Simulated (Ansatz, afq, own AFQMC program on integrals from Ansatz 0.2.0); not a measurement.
## HS, doublet: AFQMC among the cluster methods

```xyz
2

S    -2.1971    2.1181    1.1262
H    -2.1621    0.9010    1.7174
```

Basis def2-TZVP. Only valence electrons are correlated. Integrals, coupled cluster, full CI and functionals: Ansatz 0.2.0; the random walks run on the same integrals in our own AFQMC program. The CISD trial takes its coefficients from CCSD amplitudes. Released means that phaseless walkers are propagated on without the constraint, phases kept. Free AFQMC starts from the CCSD state and is never constrained. Its projection time is finite, and what remains of the start isn't in its error. Uncertainties: one standard error, sampling alone.

Determinant: UHF, the one that the program's search chose, which needn't be the lowest solution. The geometry is a PBE0/def2-SVP stationary point of this or a neighbouring charge and spin state.

No full CI on the walks' own integrals is used here; CCSDT(Q) serves as the reference and is uncertain by about the last step of the cluster series.

* T1 diagnostic: 0.0108
* weight of the determinant in the CISD state: 0.918
* ⟨S²⟩ of the determinant: 0.764
* size of the correlated space: 7 electrons in 38 orbitals

Reference: CCSDT(Q), correlation energy -4.862 eV. The released energy is read at 1.50 1/Eh (meV from the phaseless value at times in 1/Eh: -4.0 ± 1.2 at 0.24, -5.2 ± 1.4 at 0.50, -6.0 ± 1.4 at 1.00, -9.7 ± 1.2 at 1.50).

```tsv
level	E − E(reference) (meV)	share of correlation (%)
HF	4861.7	0.00
MP2	897.3	81.54
CCSD	189.5	96.10
CCSD(T)	28.2	99.42
CCSDT	5.5	99.89
ph-AFQMC/HF	61.5 ± 12.8	98.74
ph-AFQMC/CISD	8.1 ± 1.7	99.83
released AFQMC	-1.6 ± 1.2	100.03
free AFQMC	-1.6 ± 3.5	100.03
```

Free projections are given only where their last times agree within the noise and don't stop above the reference; a slow remainder of the start can still hide under it. A walk keeps the symmetry of its determinant, which the program's search chose and which needn't be the lowest solution, so a lower state of the same spin and another symmetry isn't excluded. Released energies are given only where the last usable release times agree within the noise; a slower fall can still hide under it.
